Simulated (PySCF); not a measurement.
Consider amide, `[NH2-]` ([NH2]-). Non-hydrogen atoms are numbered in `[NH2-:1]`.

These are calculated values, B3LYP-D3(BJ)/ma-def2-TZVP in PySCF (grid level 2) at geometries from PBE0-D3(BJ)/ma-def2-SVP. Zero-point and thermal terms (298.15 K, 1 bar) come from unscaled PBE0-D3(BJ)/ma-def2-SVP harmonic frequencies, with soft modes damped to free rotors in the entropy.

**Question.** What are the vertical and the adiabatic detachment energy for forming the radical?

**Answer.** 0.71 eV vertical and 0.72 eV adiabatic, the latter with zero-point energy, which puts it above the vertical value.

**Question.** Where does the unpaired spin of the relaxed radical sit?

**Answer.** N1 (nitrogen) 1.05 (intrinsic atomic orbital populations).

**Question.** How far is −ε(HOMO) from the vertical value by ΔSCF?

**Answer.** −ε(HOMO) = -1.65 eV, which is 2.37 eV below the ΔSCF value.

Differences come from unrounded values, so a last digit can differ from that of the printed terms.

---

Consider vinyl anion, `[CH-]=C` ([C2H3]-). Non-hydrogen atoms are numbered in `[CH-:1]=[CH2:2]`.

Computed at B3LYP-D3(BJ)/ma-def2-TZVP // PBE0-D3(BJ)/ma-def2-SVP with PySCF (density fitting, grid level 2). Zero-point and thermal terms (298.15 K, 1 bar) come from unscaled PBE0-D3(BJ)/ma-def2-SVP harmonic frequencies, with soft modes damped to free rotors in the entropy.

(1) What are the vertical and the adiabatic detachment energy for forming the radical?

(2) Where does the unpaired spin of the relaxed radical sit?

(3) How far is −ε(HOMO) from the vertical value by ΔSCF?

Results:

(1) 1.23 eV vertical and 0.68 eV adiabatic, the latter with zero-point energy.

(2) C1 (anionic carbon) 1.01, C2 (alkene carbon) -0.13 (intrinsic atomic orbital populations).

(3) −ε(HOMO) = -0.96 eV, which is 2.19 eV below the ΔSCF value.

---

Consider diazenylium, `N#[NH+]` ([HN2]+). Non-hydrogen atoms are numbered in `[N:1]#[NH+:2]`.

Energies: PBE0-D3(BJ)/ma-def2-TZVP (PySCF, density fitting, integration grid level 2) on PBE0-D3(BJ)/def2-SVP structures. Thermal corrections: PBE0-D3(BJ)/def2-SVP frequencies, unscaled, ideal gas at 298.15 K and 1 bar, quasi-RRHO entropy.

(1) What are the vertical and the adiabatic recombination energy for forming the radical?

(2) Where does the unpaired spin of the relaxed radical sit?

Results:

(1) 6.85 eV vertical and 8.49 eV adiabatic, the latter with zero-point energy.

(2) N1 (nitrogen) 0.72, N2 (nitrogen) 0.14, H (on N2) 0.14 (intrinsic atomic orbital populations).
